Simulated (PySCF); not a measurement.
## Working with the constants of S2

PBE0 constants of S2, ³Σg⁻ (triplet), unpaired electrons π ↑↑ (S def2-TZVP; no relativity (PySCF 2.14); masses 31.9721 and 31.9721 u):

- ωe: 752.9 cm⁻¹
- ωexe: 2.47 cm⁻¹
- Be: 0.29632 cm⁻¹
- αe: 0.00143 cm⁻¹
- De to S + S: 4.63 eV

Question: What force constant and bond length do these constants imply?

Answer: Reduced mass μred = 15.986 u; k = 5.8918×10⁻⁷·μred·ωe² (u, cm⁻¹, mdyn/Å) = 5.34 mdyn/Å; Re = √(16.8576/(μred·Be)) (u, cm⁻¹, Å) = 1.886 Å.

Question: Estimate the centrifugal constant D from the Kratzer relation and find the Dunham coefficient a1.

Answer: D = 4Be³/ωe² = 1.84e-07 cm⁻¹; a1 = −1 − αeωe/(6Be²) = -3.04.

Measured values (Huber and Herzberg, Constants of Diatomic Molecules (1979)): ωe = 725.65 cm⁻¹, ωexe = 2.844 cm⁻¹, Be = 0.29547 cm⁻¹, αe = 0.00157 cm⁻¹.

The state is the lowest determinant that a PBE0 search found; another state may lie lower at other levels.
